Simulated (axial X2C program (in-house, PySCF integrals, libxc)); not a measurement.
# Outer orbitals of BS at 1.613 Å, HF

Calculated with an in-house relativistic program for diatomic molecules. Spin-free means the one-electron spin-free X2C Hamiltonian; two-component (2c) means X2C with spin–orbit coupling and atomic mean-field two-electron Coulomb and Gaunt terms, so the difference of the two also holds small scalar two-electron terms. Basis: S dyall-av3z [9s8p3d2f], B dyall-v3z [7s6p2d1f] (cores contracted in-house); Gaussian nuclei, density fitting, unrestricted open shells. Masses: S 31.972 u, B 11.009 u.

The distance is close to the 2c PBE0 minimum; the highest filled and lowest empty levels are listed.

Spin-free orbitals, state M_S = 1/2, Λ = 0 (beyond evenly filled blocks: σα) (Löwdin shares):

| symmetry | occupied | ε (eV) | atomic character |
| --- | --- | --- | --- |
| σα | yes | -26.68 | 54% S s, 19% B s, 17% B p |
| σβ | yes | -26.60 | 60% S s, 18% B p, 14% B s |
| σα | yes | -16.16 | 44% S p, 30% B s, 13% S s |
| σβ | yes | -14.74 | 65% S p, 14% B s, 11% S s |
| σα | yes | -12.60 | 49% B p, 27% S p, 12% B s |
| π+β | yes | -11.38 | 75% S p, 18% B p, 6% B d |
| π-β | yes | -11.38 | 75% S p, 18% B p, 6% B d |
| π+α | yes | -10.99 | 60% S p, 33% B p, 4% B d |
| π-α | yes | -10.99 | 60% S p, 33% B p, 4% B d |
| σβ | no | -0.02 | 36% B p, 28% S s, 22% B s |
| π-α | no | 1.42 | 44% B p, 23% S p, 20% S d |
| π+α | no | 1.42 | 44% B p, 23% S p, 20% S d |
| σα | no | 1.84 | 62% S s, 17% S p, 13% B p |

Spinors with spin–orbit coupling (state Ω = 1/2):

```csv
ω,occupied,ε (eV),atomic character,λ mixture
1/2,yes,-26.68,"54% S s, 19% B s, 17% B p",100% σ
-1/2,yes,-26.60,"60% S s, 18% B p, 14% B s",100% σ
1/2,yes,-16.16,"44% S p, 30% B s, 13% S s",100% σ
-1/2,yes,-14.74,"65% S p, 14% B s, 11% S s",100% σ
1/2,yes,-12.60,"49% B p, 27% S p, 12% B s",100% σ
1/2,yes,-11.40,"75% S p, 17% B p, 6% B d",100% π
-3/2,yes,-11.35,"75% S p, 18% B p, 6% B d",100% π
-1/2,yes,-11.01,"60% S p, 32% B p, 4% B d",100% π
3/2,yes,-10.97,"59% S p, 33% B p, 4% B d",100% π
-1/2,no,-0.02,"36% B p, 28% S s, 22% B s",100% σ
-1/2,no,1.42,"44% B p, 23% S p, 20% S d",100% π
3/2,no,1.43,"44% B p, 24% S p, 20% S d",100% π
1/2,no,1.88,"58% S s, 20% S p, 13% B p",100% σ
```

Mulliken charges and populations of the two-component result (they depend on the basis, above all on diffuse functions):

S -0.13 e (s 5.82 p 10.23 d 0.08 f 0.01), B 0.13 e (s 3.15 p 1.62 d 0.09 f 0.01). ⟨Lz⟩ = 0.00 ħ and ⟨Sz⟩ = 0.50 ħ (-0.15 and 0.65 on the two atoms), which add up to Ω.

Occupations by symmetry block were frozen at the best pattern of an incomplete PBE0 search. The determinant is spin-polarised beyond a pure state at some levels (its spin-free form has ⟨S²⟩ too high), which makes Re and μ there less reliable.
